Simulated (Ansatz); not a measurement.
AlClH$_{4}$Si, SMILES `[SiH3][AlH][Cl]` at its PBE0-D4/def2-TZVP geometry, where that method's forces vanish. Total charge 0; spin multiplicity 1.

```csv
atom,x (Å),y (Å),z (Å)
Si1,-0.407,0.675,0.761
Al2,0.691,-0.818,-0.835
Cl3,-0.511,-1.556,-2.397
H4,-1.555,-0.019,1.409
H5,-0.938,1.877,0.059
H6,0.521,1.135,1.831
H7,2.199,-1.292,-0.829
```

(1) For each bond, give half the difference of the two atoms' forces along it (eV/Å; positive pushes the atoms apart) under PBE-D4, r2SCAN-D4, B3LYP-D4, ωB97M-V in def2-TZVPP. (Estimate.)

## Answers

(1) The calculation gave: 
| bond | length (Å) | PBE-D4 | r2SCAN-D4 | B3LYP-D4 | ωB97M-V |
| --- | --- | --- | --- | --- | --- |
| Si1–Al2 | 2.446 | -0.12 | 0.00 | 0.06 | 0.02 |
| Si1–H4 | 1.490 | 0.10 | 0.00 | -0.06 | -0.10 |
| Si1–H5 | 1.490 | 0.10 | 0.00 | -0.06 | -0.10 |
| Si1–H6 | 1.489 | 0.09 | -0.02 | -0.06 | -0.09 |
| Al2–Cl3 | 2.104 | 0.18 | 0.03 | 0.16 | 0.10 |
| Al2–H7 | 1.581 | 0.06 | -0.03 | -0.13 | -0.15 |

B3LYP here is the variant with VWN-RPA as its local correlation; programs differ in this.

Results of the Gaussian-basis code of Ansatz.
